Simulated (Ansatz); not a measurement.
Task: harmonic frequencies at the relaxed geometry of BH₃OSi, SMILES B1O[SiH2]1, with Ansatz 0.2.0, Python API. Give the script and its output. Settings (for the species named): B3LYP, cc-pVDZ basis, multiplicity 1.

Contents of `bh3osi.xyz`:
```text
6

B    -0.82980   -0.70840   -0.55660
O     0.36680   -1.14090    0.03980
Si    0.49800    0.52100    0.18570
H    -1.98510   -0.65960   -0.59040
H     1.55570    1.02150   -0.74370
H     0.43650    0.90230    1.61910
```

Script `bh3osi_freq.py`:
```python
"""Harmonic frequencies of BH3OSi at its relaxed geometry."""

import warnings

import ansatz as az
from ase import Atoms
from ase.thermochemistry import IdealGasThermo
import numpy as np


def main() -> None:
    warnings.simplefilter("ignore", az.DeckWarning)

    geometry = az.Crystal.molecule_from_extxyz("bh3osi.xyz")

    setup = (
        geometry.calculation()
        .basis(gaussian="cc-pVDZ")
        .functional("B3LYP")
    )
    symbols = [site.symbol for site in geometry.cartesian_sites]
    start = np.array([site.position_ang for site in geometry.cartesian_sites], dtype=float)
    def progress(event):
        if event["event"] == "relax_step":
            row = event["data"]
            print(f"step {row['step']:3d}  E = {row['lagrangian_ev']:.6f} eV  max force {row['allowed_force_max_ev_ang']:.4f} eV/A")


    data = setup.relax(force_tolerance=0.003).session().plan().execute(on_event=progress).report
    end = np.array(data["positions_ang"])

    print("final positions (A) and the move of each atom")
    for symbol, xyz, old in zip(symbols, end, start):
        print(f"{symbol:2s} {xyz[0]:10.5f} {xyz[1]:10.5f} {xyz[2]:10.5f}   {np.linalg.norm(xyz - old):7.4f}")

    # same settings at the minimum
    minimum = az.Crystal.molecule()
    for symbol, xyz in zip(symbols, end):
        minimum = minimum.atom(symbol, xyz.tolist())
    vibrating = (
        minimum.calculation()
        .basis(gaussian="cc-pVDZ")
        .functional("B3LYP")
        .phonons(temperatures=(298.15, 498.15, 100))
    )
    vib = vibrating.run(threads=1, pin="off").report["vibrations"]
    sums = vib["harmonic_sums"]
    modes = [m["omega_inv_cm"] for m in sums["modes_at_gamma"] if m["rigid_motion"] == "no"]
    for number, w in enumerate(modes, start=1):
        print(f"mode {number:2d} {w:9.1f} 1/cm {w / 8065.544 * 1000:8.2f} meV")
    print("imaginary modes:", sum(w < 0 for w in modes), " zero-point energy:", round(sums["zero_point_energy_ev"], 4), "eV")
    # rigid rotor and ideal gas, symmetry number taken as one
    gas = IdealGasThermo(vib_energies=[w / 8065.544 for w in modes if w > 0], geometry="linear" if len(modes) == 3 * len(symbols) - 5 else "nonlinear",
                         atoms=Atoms(symbols, positions=end), symmetrynumber=1, spin=0.0)
    print(f"H(298 K) - E = {gas.get_enthalpy(298.15, verbose=False):.4f} eV")
    print(f"S(298 K, 1 bar) = {96485.33 * gas.get_entropy(298.15, 1e5, verbose=False):.1f} J/(mol K) with symmetry number 1")


if __name__ == "__main__":
    main()
```

```console
$ python bh3osi_freq.py
step   1  E = -10649.277356 eV  max force 3.6904 eV/A
step   2  E = -10650.064788 eV  max force 1.7777 eV/A
step   3  E = -10650.357639 eV  max force 0.8897 eV/A
step   4  E = -10650.351293 eV  max force 0.5764 eV/A
step   5  E = -10650.405146 eV  max force 0.2199 eV/A
step   6  E = -10650.407581 eV  max force 0.0778 eV/A
step   7  E = -10650.408226 eV  max force 0.0557 eV/A
step   8  E = -10650.408396 eV  max force 0.0580 eV/A
step   9  E = -10650.408452 eV  max force 0.0264 eV/A
step  10  E = -10650.408472 eV  max force 0.0010 eV/A
final positions (A) and the move of each atom
B    -0.93740   -0.56726   -0.39669    0.2389
O     0.17368   -1.16884    0.01543    0.1966
Si    0.45233    0.64489    0.18994    0.1321
H    -1.98669   -0.95868   -0.82056    0.3774
H     1.61610    1.03429   -0.65909    0.1047
H     0.72408    0.95151    1.62486    0.2918
mode  1     462.7 1/cm    57.36 meV
mode  2     478.1 1/cm    59.28 meV
mode  3     607.8 1/cm    75.35 meV
mode  4     631.9 1/cm    78.34 meV
mode  5     739.5 1/cm    91.69 meV
mode  6     751.5 1/cm    93.17 meV
mode  7     932.8 1/cm   115.66 meV
mode  8     976.5 1/cm   121.08 meV
mode  9    1361.1 1/cm   168.75 meV
mode 10    2201.8 1/cm   272.98 meV
mode 11    2222.1 1/cm   275.51 meV
mode 12    2680.5 1/cm   332.34 meV
imaginary modes: 0  zero-point energy: 0.8708 eV
H(298 K) - E = 1.0030 eV
S(298 K, 1 bar) = 266.6 J/(mol K) with symmetry number 1
```

Caveats:
- Total energies depend on the basis set; only differences at equal settings carry meaning.
- The frequencies are harmonic and unscaled, in a modest basis. The result belongs to the one conformer reached from this start, and soft torsions count as harmonic oscillators.
- b3lyp holds the VWN-RPA fit, as in Gaussian; the form of ORCA and Turbomole is b3lyp5.
- The entropy takes a symmetry number of 1; a symmetric molecule's is lower by R ln(sigma).
- Run time: 51 s on 1 thread of Arm Neoverse V2, with other jobs on the host, peak memory 0.25 GiB.

(Lines on the test bed's own set-up are left out of the output.)
